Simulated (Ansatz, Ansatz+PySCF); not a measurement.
```xyz
2

Li   -0.0246    0.0304   -1.1802
F     0.0039    0.0160    0.4302
```

RHF on singlet LiF was run in several spherical basis sets with Ansatz (development build ahead of 0.2.0).

Question: Rank the basis sets by the total energy that they give, lowest first, with the distance from the lowest.
A. 6-31G
B. def2-SVP
C. def2-TZVP
D. aug-cc-pVDZ

Answer: C (0.00 eV), D (0.72 eV), A (1.71 eV), B (3.69 eV).

Totals follow the description of the cores as much as that of the bonds, so this order isn't one of quality for chemistry.
